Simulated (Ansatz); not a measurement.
**P₂+ (quartet): from Hartree-Fock to the top rungs, cc-pVTZ**

An exercise on one series of results from a longer session: the logs are not shown, and one member is left open.

Computed with Ansatz 0.2.0, Gaussian basis. Level: cc-pVTZ, core rule «outside noble gas», up to 10 orbitals frozen.

Plan: UHF; CCSD(T) on ROHF; CCSD(T) on UHF; BCCD(T) on ROHF; CISD; CCSDT(Q) on ROHF; CCSDT(Q) on UHF; CASSCF and MRCISD+Q, 9 electrons in 8 orbitals; CASSCF and NEVPT2, 9 electrons in 8 orbitals.

7 further runs of the same task are left out: 2 that didn't finish, 5 set aside as unsound or not needed.

### The system

The geometry is a PBE0/def2-TZVP stationary point (not a proven minimum) of the parent state, kept for this charge and spin.

2 atoms, charge 1, spin multiplicity 4.

Atoms are counted from 1 here; the program's logs count them from 0.

Bond lengths: P1–P2 1.966 Å.

The first run:

in.yaml reads:

```yaml
crystal:
  periodic: [false, false, false]
  atoms:
    - {symbol: P, position_ang: [0.000000, 0.000000, 0.000000]}
    - {symbol: P, position_ang: [0.000000, 0.000000, 1.965600]}
basis:
  gaussian: {orbitals: cc-pVTZ}
total_charge: 1
magnetization: {spin_polarized: true, initial_magnetization: 3}
hamiltonian: {xc: hf}
output: {orbitals: {seedname: orbitals}}
```

On the command line:

```sh
> ansatz run in.yaml --threads 1 --pin off --events-out ev --progress --plain --max-ram 2393MiB
```

Among the steps run: UHF; CCSD(T) on ROHF; CCSD(T) on UHF; BCCD(T) on ROHF; CISD; CCSDT(Q) on ROHF; CCSDT(Q) on UHF; CASSCF and MRCISD+Q, 9 electrons in 8 orbitals; CASSCF and NEVPT2, 9 electrons in 8 orbitals.

One of the session's tables, all rows but one given; the rest of the session is left out.

```
          method  from UCCSDT(Q) (meV)
            ROHF               +6504.2
             UHF               +6202.3
            RMP2               +1286.3
            UMP2               +1360.0
            CISD                +739.4
           RCCSD                +345.7
           UCCSD                +333.4
        RCCSD(T)                 +62.2
        UCCSD(T)                 +61.8
         BCCD(T)                 +62.6
          RCCSDT                 +17.1
          UCCSDT                     ?
       RCCSDT(Q)                  +2.2
       UCCSDT(Q)                     0
  CASSCF valence               +5065.7
  NEVPT2 valence                +861.0
  MRCISD valence                +254.1
MRCISD+Q valence                -219.1
```

**Question.** Estimate the row for UCCSDT.

As computed: from UCCSDT(Q) (meV): +14.4. In the column «from UCCSDT(Q) (meV)» it lies between RCCSDT(Q) (+2.2) and RCCSDT (+17.1).

To keep in mind: Restricted and unrestricted rows rest on different reference determinants; where their highest levels disagree by more than a few hundredths of an eV, they describe different states and don't form one ladder.
